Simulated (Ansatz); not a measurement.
**CHClF radical (SMILES F[CH]Cl): functionals against CCSD(T) at one geometry**

One table from this session's results is given with a row withheld; the runs are named, their logs left out.

Program: Ansatz 0.2.0, Gaussian basis. Level of theory: single points in def2-TZVPP. These are calculated values, not measurements.

Correlated methods freeze the cores. Orbitals are unrestricted.

## The starting structure

SMILES `F[CH]Cl`, 4 atoms, charge 0, spin multiplicity 2.

Atoms are counted from 1 here; the program's logs count them from 0.

Bond lengths: F1–C2 1.380 Å, C2–Cl3 1.619 Å, C2–H4 1.094 Å. Angles: F1–C2–Cl3 116.4°, F1–C2–H4 114.3°, Cl3–C2–H4 115.7°.

Coordinates:

| atom | x (Å) | y (Å) | z (Å) |
| --- | --- | --- | --- |
| F1 | -1.2756 | -0.1700 | -0.3399 |
| C2 | -0.0318 | 0.1488 | 0.1645 |
| Cl3 | 0.9571 | -1.0945 | 0.4778 |
| H4 | 0.4355 | 1.0188 | -0.3059 |

The first run:

run/in.yaml reads:

```yaml
crystal:
  periodic: [false, false, false]
  atoms:
    - {symbol: F, position_ang: [-1.275600, -0.170000, -0.339900]}
    - {symbol: C, position_ang: [-0.031800, 0.148800, 0.164500]}
    - {symbol: Cl, position_ang: [0.957100, -1.094500, 0.477800]}
    - {symbol: H, position_ang: [0.435500, 1.018800, -0.305900]}
basis:
  gaussian: {orbitals: def2-TZVPP}
magnetization: {spin_polarized: true, initial_magnetization: 1}
correlation: {method: ccsd_t}
scf: {omitted_lower_state_checks: [cluster_reference]}
output: {forces: true}
```

The command line of these runs was not kept.

Among the steps run: CCSD(T)/def2-TZVPP; PBE0-D4/def2-TZVPP; wB97M-V/def2-TZVPP; r2SCAN-D4/def2-TZVPP; PBE-D4/def2-TZVPP; BHLYP-D4/def2-TZVPP; r2SCANh-D4/def2-TZVPP.

One table of the session follows, with a row left open; its other results are not shown here.

```
    method  RMS force component (eV/Å)  angle to CCSD(T) forces (°)  dipole (D)
   CCSD(T)                       1.239                    reference        1.34
   PBE0-D4                       1.172                          8.4        1.32
   wB97M-V                       1.181                          3.9        1.33
 r2SCAN-D4                       1.144                          1.6        1.28
    PBE-D4                           ?                            ?           ?
  BHLYP-D4                       1.301                         11.3        1.45
r2SCANh-D4                       1.172                          4.1        1.31
```

**Question.** Estimate the row for PBE-D4.

As computed: RMS force component (eV/Å): 1.090; angle to CCSD(T) forces (°): 8.4; dipole (D): 1.22. In the column «RMS force component (eV/Å)» it is the lowest.
